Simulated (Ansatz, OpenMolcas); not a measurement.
**OpenMolcas → Ansatz**

OpenMolcas 26.06 runs this on singlet [CF3]+:

input.xyz:
```
4

F     -1.227500     0.024900     0.265400
C     -0.039500    -0.059500    -0.286700
F      0.658900    -1.044900     0.227300
F      0.608100     1.079500    -0.205900
```

test.input:
```
>>> EXPORT MOLCAS_PRINT=2
&GATEWAY
BasLib
$CurrDir
Coord
input.xyz
Basis
def2-SVPD
Group
NoSym
&SEWARD
GridInput
Grid=UltraFine
End of Grid
&SCF
Charge
1
KSDFT
B2PLYP_SCF
Thresholds
1e-10 1e-07 1e-07 1e-05
PrOrbitals
1 2
&MBPT2
Frozen
4
```

```bash
$ export MOLCAS_MEM=1860
$ pymolcas test.input > test.log
```

(Basis files named in the input come from the Basis Set Exchange and aren't shown.)

The shape is that of a PBE0-D4/def2-TZVP optimisation. That shape belongs to the parent species and isn't relaxed for this state.

It gives a total energy of -336.672142 Eh.

**Question.** How is this level of theory, on these atoms, set up in Ansatz 0.2.0 as an input file of the program's own?

**Answer.** One way, which was run:

job.yaml:
```yaml
crystal:
  periodic: [false, false, false]
  atoms:
    - {symbol: F, position_ang: [-1.227500, 0.024900, 0.265400]}
    - {symbol: C, position_ang: [-0.039500, -0.059500, -0.286700]}
    - {symbol: F, position_ang: [0.658900, -1.044900, 0.227300]}
    - {symbol: F, position_ang: [0.608100, 1.079500, -0.205900]}
basis:
  gaussian: {orbitals: def2-SVPD}
total_charge: 1
hamiltonian: {xc: {name: B2PLYP}}
correlation: {frozen_orbitals: {C: 1, F: 1}}
accuracy: high
output: {orbitals: {seedname: orbitals}}
```

```bash
$ ansatz run job.yaml --threads 1 --pin off --max-ram 3480MiB --events-out events.jsonl --progress --plain --runs-dir runs
```

Its energy is -336.672142 Eh, 0.000 mEh from the first.
